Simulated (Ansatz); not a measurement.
# Ansatz input wanted

CH4Si: 6 atoms, total charge 0, spin state triplet. As SMILES, `[CH][SiH3]`. The coordinates come from a GFN2-xTB relaxation.

```xyz
6

C     0.6673   -0.8522    0.7346
Si   -0.2589    0.4043   -0.1786
H     1.1379   -1.8135    0.7310
H    -1.5441   -0.1432   -0.6446
H     0.5114    0.8610   -1.3475
H    -0.5136    1.5436    0.7052
```

Settings wanted:

| Setting | Value |
| --- | --- |
| basis set | STO-3G |
| core potential | none |
| task | energy |
| method | BCCD(T) |
| reference | UHF |
| relativity | none |
| accuracy | high |
| frozen core orbitals | 6 |

Question: Write the Ansatz 0.2.0 input and the command.

Answer: One that was run (others would do as well):

input.yaml:
```yaml
crystal:
  periodic: [false, false, false]
  atoms:
    - {symbol: C, position_ang: [0.667310, -0.852170, 0.734600]}
    - {symbol: Si, position_ang: [-0.258900, 0.404300, -0.178590]}
    - {symbol: H, position_ang: [1.137890, -1.813490, 0.730980]}
    - {symbol: H, position_ang: [-1.544120, -0.143200, -0.644620]}
    - {symbol: H, position_ang: [0.511450, 0.860970, -1.347520]}
    - {symbol: H, position_ang: [-0.513620, 1.543590, 0.705170]}
basis:
  gaussian: {orbitals: STO-3G}
magnetization: {spin_polarized: true, initial_magnetization: 2}
correlation: {method: bccd_t, frozen_orbitals: {C: 1, H: 0, Si: 5}}
accuracy: high
scf: {omitted_lower_state_checks: [cluster_reference, increment]}
```

```bash
$ ansatz run input.yaml --threads 1 --pin off --max-ram 2610MiB --events-out events.jsonl --progress --plain --runs-dir runs
```

Calculated total energy: -325.31805 Eh.
